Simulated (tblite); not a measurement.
C₅H₆F (doublet state).
Structure used (GFN2-xTB), in Å, numbered top down from 1:
```xyz
12
C5H6F angstrom
C      2.3832   -0.4893   -0.4064
C      1.4463    0.2555   -0.4226
C      0.2553    1.0958   -0.3725
C     -0.7771    0.4695    0.4983
C     -1.4290   -0.8258    0.2128
F     -0.7045    0.8053    1.8146
H      3.2254   -1.1148   -0.4129
H     -0.1353    1.2164   -1.3876
H      0.5272    2.0764    0.0269
H     -1.7043   -0.8783   -0.8380
H     -0.7665   -1.6730    0.4314
H     -2.3195   -0.9384    0.8300
```

The geometry is computed with GFN2-xTB (gas phase). This method treats the open shell by occupation alone, without spin polarisation.

Masses are those of the commonest isotopes; rigid-rotor values at the optimised geometry. The values belong to one conformer with, in the numbering `[CH:1]#[C:2][CH2:3][C:4]([CH3:5])[F:6]`, C2–C3–C4–C5 -64°.

(1) Give the principal moments of inertia and the rotational constants in MHz.

(2) Classify the top.

(3) What does the inertial defect say?

(4) Give the other two planar moments, Paa and Pbb, and the rms extents of the mass along the axes.

(5) Estimate the classical rotational partition function at 10 K, 50 K and 298.15 K.

Results:

(1) Ia = 85.31, Ib = 214.21, Ic = 238.71 u·Å²; 505379 MHz·u·Å²/I gives A = 5924, B = 2359, C = 2117 MHz.

(2) An asymmetric top; Ray's κ = -0.873.

(3) Not planar: Δ = Ic − Ia − Ib = -60.81 u·Å². For a rigid frame Δ = −2 Σ m c², so Σ m c² = 30.41 u·Å² lies off the ab plane: 8.10 from hydrogen and 22.30 from heavier atoms. The atom farthest from that plane is 1.92 Å away.

(4) Paa = Σ m a² = (Ib + Ic − Ia)/2 = 183.81 and Pbb = Σ m b² = (Ia + Ic − Ib)/2 = 54.90 u·Å². With the mass M = 85.05 u, the rms extents √(P/M) along a, b and c are 1.47, 0.80, 0.60 Å.

(5) Point group C1, symmetry number σ = 1; q = (√π/σ)·√((kT/h)³/(ABC)), k/h = 20836.6 MHz/K: 980 at 10 K, 11000 at 50 K, 160000 at 298.15 K.

For this open shell read J as N, the rotation without spin; fine and hyperfine splittings come on top. Its GFN2-xTB frequencies are all real (lowest 38 cm⁻¹). Zero-point vibration and centrifugal distortion are left out.
